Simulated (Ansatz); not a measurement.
FO (charge -1): vertical spin-state energies, run with the Ansatz DFT code, driven from Python.

`run_spin.py`
```python
# -*- coding: utf-8 -*-
'''Vertical spin-state energies of FO(-).'''

import ansatz as az

GEOMETRY = '''
O     0.00000    0.00000    0.00000
F     0.00000    0.00000    1.31500
'''

system = az.Crystal.molecule()
for line in GEOMETRY.strip().splitlines():
    symbol, *xyz = line.split()
    system = system.atom(symbol, [float(v) for v in xyz])

setup = (
    system.calculation()
    .basis(gaussian='6-31G*')
    .correlation('ccsd_t')  # correlation on top of the mean field
    .charge(-1)
)
found = {}
for unpaired in [0, 2]:
    report = setup.spin('collinear', total=unpaired).run().report
    s = unpaired / 2
    found[unpaired] = report['free_energy_ev']
    print(f'2S+1 = {unpaired + 1}: E = {found[unpaired]:.5f} eV, <S^2> = {abs(report["mean_field"]["state"]["spin_squared"]):.3f} (pure state {s * (s + 1):.2f})')
lowest = min(found, key=found.get)
for unpaired, e in found.items():
    print(f'multiplicity {unpaired + 1}: {23.060548 * (e - found[lowest]):.1f} kcal/mol above the lowest')
```

Which spin state is lowest at this geometry, and how far above lie the others?

In order: multiplicity 1 (+0.00 eV) and multiplicity 3 (+5.42 eV), all at the one geometry.

The output:

Running `python run_spin.py` prints:
```text
2S+1 = 1: E = -4747.45762 eV, <S^2> = 0.000 (pure state 0.00)
2S+1 = 3: E = -4742.04201 eV, <S^2> = 2.013 (pure state 2.00)
multiplicity 1: 0.0 kcal/mol above the lowest
multiplicity 3: 124.9 kcal/mol above the lowest
```

Notes:
- Total energies depend on the basis set; only differences at equal settings carry meaning.
- The geometry is a force-field or estimated start, not a minimum of this method, and the basis set is short of its limit. All parts are taken at fixed geometry, without zero-point energy.
- S² is that of the Hartree-Fock reference.
- The spin state was assumed, and another may lie lower.
- Anions want diffuse functions, which this basis lacks.
- Finished in 1.6 s on 1 thread of Arm Neoverse V1, on a shared host, peak memory 0.15 GiB.
